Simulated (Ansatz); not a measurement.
`FC1(Cl)CCC1` → `C=C(C)C(F)Cl`  (isomerisation)

Calculated with Ansatz (gas phase, PBE0-D4/def2-TZVP geometries, no zero-point term in ΔE). CCSD(T)/CBS is the MP2 limit (def2-TZVPP, def2-QZVPP) plus CCSD(T) − MP2 in def2-TZVPP, frozen cores. DFT in def2-TZVPP. B3LYP here is the variant with VWN-RPA as its local correlation; programs differ in this. Each species was taken in one conformer, which may not be the lowest.

Is it downhill or uphill in electronic energy at CCSD(T)/CBS, and by how much? (An estimate is asked.)

The calculation gave: Downhill: ΔE = -6.7 kJ/mol.

What do these levels give: PBE-D4, B3LYP-D4, MP2/def2-TZVPP, CCSD/def2-TZVPP, SCS-MP2/def2-QZVPP, HF/CBS(def2)? (Estimate.)

The calculation gave: PBE-D4 -2.0, B3LYP-D4 -18.2, MP2/def2-TZVPP -0.5, CCSD/def2-TZVPP -4.8, SCS-MP2/def2-QZVPP -4.9, HF/CBS(def2) -17.8 kJ/mol.

Largest T1 diagnostic among the species: 0.011.

From PBE to PBE0 (25 % exact exchange), in def2-TZVPP and without D4, ΔE moves by +8.0 kJ/mol. In def2-TZVPP, CCSD(T) changes the Hartree–Fock value by +11.3 kJ/mol (the triples alone add −1.3 kJ/mol) and MP2 by +17.0 kJ/mol.
